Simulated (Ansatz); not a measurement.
**CHSi (quartet): from Hartree-Fock to the top rungs at distance Si1–C2 = 2.997 Å, 6-31G**

How much of the correlation energy of CHSi (quartet) does each wave-function method recover here?

Computed with Ansatz 0.2.0, Gaussian basis. Level: 6-31G, core rule «outside noble gas», up to 6 orbitals frozen.

Plan: UHF; CCSD(T) on ROHF; CCSD(T) on UHF; BCCD(T) on ROHF; CISD; CCSDT(Q) on ROHF; CCSDT(Q) on UHF; CCSDTQ on ROHF; CCSDTQ on UHF; CASSCF and MRCISD+Q, 5 electrons in 5 orbitals; CASSCF and NEVPT2, 5 electrons in 5 orbitals; CASSCF and MRCISD+Q, 9 electrons in 9 orbitals; CASSCF and NEVPT2, 9 electrons in 9 orbitals; Full CI.

4 further runs of the same task are left out: 4 that didn't finish.

## 1. The system

The geometry derives from a PBE0/def2-TZVP stationary point (not a proven minimum). One bond is set to the value named and the two fragments are kept rigid.

3 atoms, charge 0, spin multiplicity 4.

Atoms are counted from 1 here; the program's logs count them from 0.

Bond lengths: C2–H3 1.096 Å.

## 2. UHF

Input file in.yaml:

```yaml
crystal:
  periodic: [false, false, false]
  atoms:
    - {symbol: Si, position_ang: [0.000000, -0.076055, 2.262210]}
    - {symbol: C, position_ang: [0.000000, -0.328759, -0.724117]}
    - {symbol: H, position_ang: [0.000000, 0.404813, -1.538094]}
basis:
  gaussian: {orbitals: 6-31G}
magnetization: {spin_polarized: true, initial_magnetization: 3}
hamiltonian: {xc: hf}
output: {orbitals: {seedname: orbitals}}
```

The run is started by

```bash
ansatz run in.yaml --threads 1 --pin off --events-out ev --progress --plain --max-ram 2560MiB --backend cpu
```

After this run come: CCSD(T) on ROHF; CCSD(T) on UHF; BCCD(T) on ROHF; CISD; CCSDT(Q) on ROHF; CCSDT(Q) on UHF; CCSDTQ on ROHF; CCSDTQ on UHF; CASSCF and MRCISD+Q, 5 electrons in 5 orbitals; CASSCF and NEVPT2, 5 electrons in 5 orbitals; CASSCF and MRCISD+Q, 9 electrons in 9 orbitals; CASSCF and NEVPT2, 9 electrons in 9 orbitals; Full CI.

Q: Predict the results of all the runs planned. Wanted: FCI below the RHF energy; RMP2 from FCI; UMP2 from FCI; RCCSD from FCI; RCCSD(T) from FCI; UCCSD(T) from FCI; RCCSDT(Q) from FCI; UCCSDT(Q) from FCI; NEVPT2 pair from FCI.

The runs gave:

| quantity | value |
| --- | --- |
| FCI below the RHF energy | -3.0455 eV |
| RMP2 from FCI | +114.6 kJ/mol |
| UMP2 from FCI | +130.8 kJ/mol |
| RCCSD from FCI | +23.5 kJ/mol |
| RCCSD(T) from FCI | +11.1 kJ/mol |
| UCCSD(T) from FCI | +10.7 kJ/mol |
| RCCSDT(Q) from FCI | -1.0 kJ/mol |
| UCCSDT(Q) from FCI | -1.7 kJ/mol |
| NEVPT2 pair from FCI | +78.0 kJ/mol |
| MRCISD+Q pair from FCI | +11.5 kJ/mol |
| NEVPT2 valence from FCI | +35.0 kJ/mol |
| levels within 1 kcal/mol (43 meV) | RCCSDT, UCCSDT, RCCSDT(Q), UCCSDT(Q), RCCSDTQ, UCCSDTQ, MRCISD+Q valence |
| T1 diagnostic | 0.069 |
| effectively unpaired electrons | 3.34 |

**Reading.** RCCSD(T) misses by +11.1 kJ/mol, 3.8 % of the correlation energy. RCCSDT(Q), UCCSDT(Q) fall below full CI: unrestricted runs freeze a spin-polarised core, another one than full CI's, and coupled cluster isn't variational. The occupations show some static correlation. Of the multireference levels listed MRCISD+Q valence comes nearest in total energy (+1.5 kJ/mol), which doesn't show that its space is the better one. Coupled cluster took another determinant than the lowest Hartree-Fock one. These misses are within one basis, not against nature; the frozen cores of restricted and unrestricted runs differ, which can shift their rows.
